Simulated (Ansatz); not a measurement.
fcc Pd: PBE at its full settings (plane-wave cutoff 520 eV, 24×24×24 k mesh, Fermi–Dirac smearing 0.05 eV, scalar-relativistic PAW data made under PBE) and at cheaper ones, in a cell of 1 atom with Γ-centred meshes.

```
level and setting                              lattice constant a (Å)  bulk modulus B0 (GPa)
---------------------------------------------  ----------------------  ---------------------
PBE (Ansatz)                                                    3.943                    168
PBE (Γ point alone) (Ansatz)                                    3.808                    407
PBE (4×4×4 k mesh) (Ansatz)                                     3.940                    172
PBE (6×6×6 k mesh) (Ansatz)                                     3.933                    173
PBE (Fermi-Dirac smearing of 0.3 eV) (Ansatz)                   3.958                    159
```

Largest shifts from the full settings: lattice constant a -3.42 % (PBE (Γ point alone)), against a difference of +1.73 % of the full result from the reference 3.876 Å (measured, static lattice: zero-point anharmonic expansion removed; as tabulated in Mejia-Rodriguez and Trickey (2018), arXiv:1807.09216); bulk modulus +142 % (PBE (Γ point alone)), against a difference of -13.8 % of the full result from the reference 195 GPa (measured, zero-point energy and finite temperature contributions removed, our sources range from 187 to 198; as tabulated in doi:10.1021/acs.jctc.3c00612).

The full settings aren't shown to be converged themselves.

Ansatz's density-functional and Hartree–Fock values are scalar-relativistic unless marked +SOC, with PAW data made under PBE.

Run with cheap settings on purpose, which may leave them unconverged: PBE (4×4×4 k mesh), PBE (6×6×6 k mesh), PBE (Fermi-Dirac smearing of 0.3 eV), PBE (Γ point alone).

Ansatz is a quantum-chemistry and plane-wave program.
